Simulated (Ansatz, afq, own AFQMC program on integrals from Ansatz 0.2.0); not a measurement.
# AFQMC, coupled cluster and functionals along a coordinate of AlBH₂, triplet

```xyz
4

B     0.0000    0.0000    1.0513
Al    0.0000    0.0000   -0.8575
H     0.0000    0.0000    2.2344
H     0.0000    0.0000   -2.4283
```

The B1–Al2 distance is changed with both sides rigid. Energies in mEh count from this geometry (1.909 Å) at the same level; the start stands on UHF, each point on the determinant named.

Basis 6-31G. Noble-gas cores (and the filled d shells of Ga–Kr and In–Xe) are frozen. AFQMC by an in-house program on the Cholesky factors that Ansatz 0.2.0 writes for its CCSD(T) run. ph-AFQMC/CISD is guided by a CISD state made of CCSD amplitudes; releasing the constraint for a short imaginary time cuts its bias at the price of noise, slowly where states lie close. Uncertainties: one standard error, sampling alone.

Cautions, each for one point or more: an unrestricted solution with more broken spin lies lower; lower spins were not checked; raised T1 diagnostic; strong correlation; the determinant is a saddle point among determinants of its kind; the ph-AFQMC/CISD walk drifts between its halves; the search met a lower determinant of the same kind, perhaps of another symmetry, and this one is a saddle point; unrestricted determinant slightly spin contaminated.

```json
{"r(B1–Al2) / Å": "1.505", "det.": "UHF", "T1": "0.013", "weight": "0.93", "⟨S²⟩": "2.01", "MP2": "122.8", "CCSD": "124.4", "CCSD(T)": "125.1"}
{"r(B1–Al2) / Å": "2.337", "det.": "UHF", "T1": "0.022", "weight": "0.88", "⟨S²⟩": "2.03", "MP2": "34.4", "CCSD": "32.1", "CCSD(T)": "30.5"}
{"r(B1–Al2) / Å": "3.043", "det.": "UHF†", "T1": "0.046", "weight": "0.85", "⟨S²⟩": "2.02", "MP2": "106.5", "CCSD": "99.1", "CCSD(T)": "99.5"}
{"r(B1–Al2) / Å": "4.222", "det.": "UHF", "T1": "0.043", "weight": "0.88", "⟨S²⟩": "2.07", "MP2": "106.5", "CCSD": "101.8", "CCSD(T)": "103.6"}
{"r(B1–Al2) / Å": "6.546", "det.": "UHF", "T1": "0.040", "weight": "0.89", "⟨S²⟩": "2.06", "MP2": "106.0", "CCSD": "101.6", "CCSD(T)": "103.5"}
```

Estimate the curve of full CI, counted from the same start.


```csv
r(B1–Al2) / Å,det.,T1,weight,⟨S²⟩,FCI,ph-AFQMC/CISD,CCSDT(Q)
1.505,UHF,0.013,0.93,2.01,125.4,125.0 ± 0.1,125.4
2.337,UHF,0.022,0.88,2.03,29.5,31.0 ± 0.1,29.7
3.043,UHF†,0.046,0.85,2.02,98.1,99.4 ± 0.1,98.1
4.222,UHF,0.043,0.88,2.07,104.3,103.9 ± 0.1,104.2
6.546,UHF,0.040,0.89,2.06,104.2,103.7 ± 0.1,104.2
```

Weight is that of the determinant in the CISD state; at the start T1 is 0.015 and the weight 0.92, and ⟨S²⟩ is 2.02. A dagger marks points whose determinant fills other symmetries than the start's, so the wave-function levels may follow another state there, or a degenerate partner. Symmetry can't show for every point that it stays on the start's state. Largest departures from full CI: CCSD(T) 1.4 mEh at 3.043 (on UHF), ph-AFQMC/CISD 1.5 mEh at 2.337 (on UHF), CCSDT(Q) 0.2 mEh at 2.337 (on UHF), MP2 8.4 mEh at 3.043 (on UHF), CCSD 2.7 mEh at 2.337 (on UHF). In total energy ph-AFQMC/CISD lies 18 ± 3 meV above full CI at the start, so its agreement along the curve rests in part on cancellation.

CCSDT and higher add their correlation energy to the determinant of the CCSD(T) run, since their own runs factorise the integrals more tightly (a shift of under 2 meV). A walk keeps the symmetry of its determinant, which the program's search chose and which needn't be the lowest solution, so a lower state of the same spin and another symmetry isn't excluded.
